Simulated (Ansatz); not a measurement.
# Relative stability

The two ends of one reaction step of SiNH₇O, closed shell (PBE0-D4/def2-TZVP).

A:

```
atom    x (Å)    y (Å)    z (Å)
 Si1  -0.7361  -0.8329  -0.3479
  N2   0.9333  -0.7878   0.0283
  H3  -1.0902  -1.7737  -1.4375
  H4  -1.3912  -1.2218   0.9300
  O5  -1.2828   0.6073  -0.9240
  H6   0.9291   1.9230   0.8693
  H7   0.7647   2.6248   1.0718
  H8   1.2724  -1.1631   0.8975
  H9   1.6517  -0.7601  -0.6760
 H10  -1.0511   1.3842  -0.4116
```

B:

```csv
atom,x (Å),y (Å),z (Å)
Si1,-0.7783,0.3084,-0.4008
N2,1.4842,-0.7197,0.6289
H3,-0.4363,-0.8439,-1.2612
H4,-1.1032,-0.0647,1.0022
O5,-2.1771,0.8658,-1.1157
H6,1.7984,-0.1933,1.4349
H7,0.2228,1.4080,-0.4432
H8,1.3479,-1.6789,0.9236
H9,2.2331,-0.7123,-0.0529
H10,-2.5916,1.6306,-0.7159
```

Computed with Ansatz 0.2.0 (basis: def2-TZVPP); correlated methods freeze the cores. B3LYP uses VWN-RPA correlation.

Problem. Which structure is lower at CCSD(T), and by how much? (An estimate is asked for; the value comes from the calculation.)

Solution. The calculation gives: A, by 0.322 eV (electronic energy, against the other). By their contacts, A is a complex of SiNH₅O ([NH2][SiH2][OH]) + H₂ and B is a complex of SiH₄O ([OH][SiH3]) + NH₃.

All methods give the same order:

```tsv
method	E(B) − E(A) (eV)
SPW92	0.246
PBE-D4	0.288
BLYP-D4	0.355
r2SCAN-D4	0.358
B97M-V	0.318
PBE0-D4	0.291
B3LYP-D4	0.349
r2SCAN0-D4	0.346
BHLYP-D4	0.346
CAM-B3LYP-D4	0.352
wB97X-V	0.325
wB97M-V	0.327
B2PLYP	0.351
PBE-QIDH	0.322
RPA on PBE	0.292
HF	0.355
MP2	0.382
CCSD	0.315
CCSD(T)	0.322
```

T1 diagnostic: at most 0.011.

Labels in which every atom is bracketed show which atoms are joined, not bond orders.

For scale, one of the runs: CCSD(T)/def2-TZVPP, 202 basis functions (an equivalent command: `ansatz run in.yaml --threads 2`). Time: 34 s of wall clock on 2 CPU threads; the host was shared. Peak host memory: 2.7 GiB.
